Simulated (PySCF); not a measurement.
PySCF input for ethylene cation (C2H4), SMILES C=C (connectivity only; charge and spin as stated), charge +1, multiplicity 2, C-PCM-M06-2X/def2-TZVPD. The structure is a stationary point at B3LYP-D3(BJ)/def2-TZVP. The multiplicity is an assumed one; other spin states were not compared.

```python
import numpy as np
from pyscf import gto, scf, dft
from pyscf.solvent import pcm

mol = gto.M(
    atom='''
    C     0.69378903   -0.00000000   -0.00000000
    C    -0.69378903    0.00000000    0.00000000
    H     1.25712066   -0.90358158   -0.23095213
    H     1.25712067    0.90358158    0.23095213
    H    -1.25712066    0.90358158   -0.23095213
    H    -1.25712067   -0.90358158    0.23095212
    ''',
    basis='def2-TZVPD',
    charge=1,
    spin=1,
    max_memory=1600,
    verbose=3,
)
mf = dft.UKS(mol, xc='m06-2x').density_fit(auxbasis='def2-universal-jkfit')
mf.grids.level = 4
mf.conv_tol = 1e-9
mf.max_cycle = 100
mf.kernel()
fine, coarse = mf.grids, dft.Grids(mol).set(level=1).build(with_non0tab=True)
for _ in range(3):  # follow internal instabilities
    mf.grids = coarse
    mo, _, stable, _ = mf.stability(return_status=True, nroots=4)
    mf.grids = fine
    if stable:
        break
    mf.kernel(mf.make_rdm1(mo, mf.mo_occ))
res = {}
for name, eps in {'water': 78.355, 'ethylethanoate': 5.9867, 'chloroform': 4.7113}.items():
    s = mf.PCM()
    s.with_solvent.method, s.with_solvent.eps, s.with_solvent.lebedev_order = 'C-PCM', eps, 29
    s.kernel(mf.make_rdm1())
    res[name] = (s.e_tot, eps, s.dip_moment(), s.mo_energy, s.converged)
    print(f'{name}: electrostatic solvation free energy {(s.e_tot - mf.e_tot) * 627.509474:.3f} kcal/mol')
```

Log of the run:

```

WARN: HOMO -0.275947023483873 >= LUMO -0.275947023483873

converged SCF energy = -78.1930115984452  <S^2> = 0.75479153  2S+1 = 2.0047858
<class 'pyscf.df.df_jk.DFUKS'> wavefunction is stable in the internal stability analysis

WARN: PCM is an experimental feature. It is still in testing.
Features and APIs may be changed in the future.

converged SCF energy = -78.3031175101636  <S^2> = 0.75483527  2S+1 = 2.0048294

WARN: System has nonzero charge 1; the dipole moment is origin-dependent.
Location of origin: [0. 0. 0.]

Dipole moment(X, Y, Z, Debye):  0.00000,  0.00000, -0.00000
water: electrostatic solvation free energy -69.093 kcal/mol

WARN: PCM is an experimental feature. It is still in testing.
Features and APIs may be changed in the future.

converged SCF energy = -78.2858951299068  <S^2> = 0.754828  2S+1 = 2.0048222

WARN: System has nonzero charge 1; the dipole moment is origin-dependent.
Location of origin: [0. 0. 0.]

Dipole moment(X, Y, Z, Debye): -0.00000,  0.00000, -0.00000
ethylethanoate: electrostatic solvation free energy -58.285 kcal/mol

WARN: PCM is an experimental feature. It is still in testing.
Features and APIs may be changed in the future.

converged SCF energy = -78.2808483721088  <S^2> = 0.75482595  2S+1 = 2.0048201

WARN: System has nonzero charge 1; the dipole moment is origin-dependent.
Location of origin: [0. 0. 0.]

Dipole moment(X, Y, Z, Debye): -0.00000,  0.00000, -0.00000
chloroform: electrostatic solvation free energy -55.118 kcal/mol
```

The run converged.

Cost: around 100 core-seconds (rough).
